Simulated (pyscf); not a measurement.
Elementary routes open to HO–Ga [singlet] + ethylene (H₂C=CH₂) in the gas phase (singlet surface):
A. H₃C–CH₂–Ga=O (H–O broken; C–Ga, C–H formed)
B. H₂C=CH–GaH–OH (C–H broken; C–Ga, Ga–H formed)

Structures and frequencies: ωB97X-D3(BJ)/def2-SVP in PySCF. Correlated levels are frozen-core, on RHF or UHF. ΔMP2 is the change of the MP2 total energy from the triple- to the quadruple-zeta basis.

Task: Rank the routes by free-energy barrier at 298 K, lowest first, for CCSD(T)/def2-TZVPP + ΔMP2(QZVPP) energies (ideal gas, 1 atm, RRHO with modes under 100 cm⁻¹ raised to 100, one conformer, R ln 2 for chiral ones without a mode under 150 cm⁻¹).

Result: A (76.9 kcal/mol), B (85.5 kcal/mol)

Route A is the fastest of these, ahead of the next by 8.6 kcal/mol. The most stable products are those of B (ΔG = +7.7 kcal/mol), whose barrier is 8.6 kcal/mol higher: the kinetic and the thermodynamic product differ. At 1200 K A is still the fastest. B: On the product side the descent ends in a point that may be a rotor saddle (no frequency run), 1.0 kcal/mol over the lowest minimum found and 83.9 kcal/mol under the saddle at ωB97X-D3(BJ)/def2-TZVP. Only these routes are compared; each barrier is that of the saddle found, and lower ones may exist. The CCSD(T) − MP2 part came from Ansatz, without density fitting, on the same reference. The frozen core leaves the outer d or s,p core shells of the metals and heavy elements correlated in the MP2 and CC values, and def2-TZVPP describes them poorly, which can shift differences by a few kcal/mol. Elements up to Kr have no core potential and no relativistic terms here.
